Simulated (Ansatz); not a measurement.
in.yaml

```yaml
crystal:
  periodic: [false, false, false]
  atoms:
    - {symbol: Si, position_ang: [0.000000, -0.091539, 1.814482]}
    - {symbol: Ga, position_ang: [0.000000, 0.015718, -0.713702]}
    - {symbol: H, position_ang: [0.000000, 1.431644, 1.919982]}
    - {symbol: H, position_ang: [0.000000, 1.356491, -1.553803]}
    - {symbol: H, position_ang: [0.000000, -1.324715, -1.555955]}
basis:
  gaussian: {orbitals: STO-3G}
total_charge: 1
magnetization: {spin_polarized: false, initial_magnetization: 1}
correlation: {method: ccsd_t, frozen_orbitals: {Si: 20}}
scf: {lower_state_search: full}
```

```sh
$ ansatz run in.yaml --threads 1 --pin off --events-out ev --progress --plain --max-ram 2393MiB
```

**Question.** One thing in this input was set wrong on purpose, beside settings that are merely unusual. What is the gravest fault, and what does the program do?

**Answer.** Wrong frozen-orbital counts. How the run ends: refused.
```
Error: "frozen_orbitals" has no count for Ga
```
